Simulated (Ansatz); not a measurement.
Two shapes of singlet N2O.

Shape 1:

```xyz
3

N    -0.0034    0.0041   -1.2027
N     0.0081    0.0032   -0.0634
O     0.0076    0.0061    1.1025
```

Shape 2:

```xyz
3

N     0.0140   -0.0398   -1.1571
N    -0.0174    0.0438   -0.0745
O    -0.0864    0.0052    1.1089
```

Basis set: STO-3G (spherical functions). Left uncorrelated: 3 orbitals. Charge 0, multiplicity 1.

Computed with Ansatz (development build ahead of 0.2.0); each method stands on the lowest determinant of its kind that the runs found.

(1) Which shape is lower in energy, and by how much in each method?

Answers

(1)

| method | E(2) − E(1) (eV) |
| --- | --- |
| RHF | 0.308 |
| RHF-MP2 | 0.910 |

Shape 1 is lower. Caution: no unrestricted run beside it, a lower state can exist.
